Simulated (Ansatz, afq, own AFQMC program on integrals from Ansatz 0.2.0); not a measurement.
Two steps: Ansatz 0.2.0 writes the Fock matrix and Cholesky factors of the valence space, and afq projects on them the lowest state that overlaps trial and start.

```yaml
crystal:
  periodic: [false, false, false]
  atoms:
    - {symbol: Si, position_ang: [0.000000, -0.036792, 1.649022]}
    - {symbol: Ge, position_ang: [0.000000, -0.003695, -0.646339]}
    - {symbol: H, position_ang: [0.000000, 1.291472, 0.631435]}
basis:
  gaussian: {orbitals: cc-pVDZ}
magnetization: {spin_polarized: true, initial_magnetization: 3}
correlation: {method: ccsd_t, electrons: outside_noble_gas, hamiltonian_folder: ham}
```

```sh
$ ansatz run in.yaml --threads 1 --pin off --events-out ev --progress --plain --max-ram 16896MiB --backend cuda --devices 0, --max-vram 18GiB
```

Options of the walk:

```
--method phaseless --trial cisd --walkers 4000 --populations 20 --least-time 60 --time-step 0.005 --steps-per-block 50 --equilibration-blocks 28 --max-blocks 4000 --target-error 0.00018 --factor-cut 1e-05 --start spin_pure --seed 7195 --release-times 0.24,0.51,0.99,1.62,2.4 --release-step 0.03 --release-every 3 --taylor-order 6
```

Times are imaginary, in 1/Eh. The walk had a cap of 122 s. With eight or more populations the least sampling time is a fifth of least-time, and the error comes from their spread. Filled inner d shells are frozen with the cores.

Output of the walk:

```
orbitals 31  electrons 6 3  factors 241 of 558
reference energy -2364.73240315 Eh
CCSD correlation -0.16140493 Eh in 12 cycles, weight of the determinant in the CISD state 0.8696
energy of the start -2364.892208 Eh
 block  time / (1/Eh)  mean weight  energy / Eh
     1     0.250  0.9999  -2364.891046
     2     0.500  0.9999  -2364.891937
     3     0.750  0.9999  -2364.893357
     4     1.000  1.0000  -2364.894855
     5     1.250  1.0000  -2364.896178
     8     2.000  1.0000  -2364.898563
    11     2.750  1.0001  -2364.899843
    14     3.500  0.9998  -2364.900396
    17     4.250  0.9999  -2364.901206
    20     5.000  1.0001  -2364.901235
    23     5.750  0.9999  -2364.900617
    26     6.500  1.0001  -2364.900717
    29     7.250  0.9999  -2364.901195
    32     8.000  0.9999  -2364.900664
    35     8.750  1.0002  -2364.901287
    38     9.500  1.0001  -2364.901148
    41    10.250  1.0000  -2364.901317
    44    11.000  0.9999  -2364.901427
    46    11.500  0.9998  -2364.900408
    47    11.750  1.0002  -2364.901058
    50    12.500  0.9998  -2364.901006
    53    13.250  0.9998  -2364.901260
    56    14.000  1.0002  -2364.900573
    59    14.750  1.0000  -2364.901460
    62    15.500  1.0000  -2364.901118
    65    16.250  1.0001  -2364.900950
    68    17.000  1.0000  -2364.901025
    70    17.500  0.9999  -2364.901804
    71    17.750  0.9998  -2364.901574
    74    18.500  1.0000  -2364.901246
    77    19.250  0.9998  -2364.900969
    78    19.500  1.0000  -2364.900886
error from the spread of 20 populations
released: time / (1/Eh)  energy / Eh  error  mean overlap
  0.24  -2364.901222  0.000089  1.0008
  0.51  -2364.901381  0.000095  0.9981
  0.99  -2364.901448  0.000071  0.9984
  1.62  -2364.901588  0.000050  0.9994
  2.40  -2364.901571  0.000096  1.0003
energy -2364.901155 +/- 0.000114 Eh
(rows thinned)
```

The run passed its tests (sampling time, drift between the halves within three errors, error under three times the target), which doesn't prove that it has relaxed.

Against this walk (error 3.1 meV) on the same determinant: CCSD(T) 34.0 meV higher, CCSDT(Q) 15.7 meV lower, CCSDTQ 17.1 meV lower. The error is statistical and leaves out the bias of the constraint. Released to 2.40 1/Eh the energy lies 11 ± 4 meV (both errors) below the phaseless value, which shows part or all of the bias of the constraint, and CCSDTQ lies 5.8 meV below the released value.

Cautions: constraint bias not in the error; no relativity below Rb; no spin-orbit coupling; inner d shell frozen; another spin lies lower (by 1.62 eV); unrestricted determinant slightly spin contaminated (⟨S²⟩ 3.81 against 3.75).

The walk took 23 s on 1 × NVIDIA H100 80GB HBM3 with 2 threads of AMD EPYC 7R13 Processor (Zen 3) (shared host) (the card was shared). The log's last line is the phaseless energy.

CCSDT and higher add their correlation energy to the determinant of the CCSD(T) run, since their own runs factorise the integrals more tightly (a shift of under 2 meV). A walk keeps the symmetry of its determinant, which the program's search chose and which needn't be the lowest solution, so a lower state of the same spin and another symmetry isn't excluded.
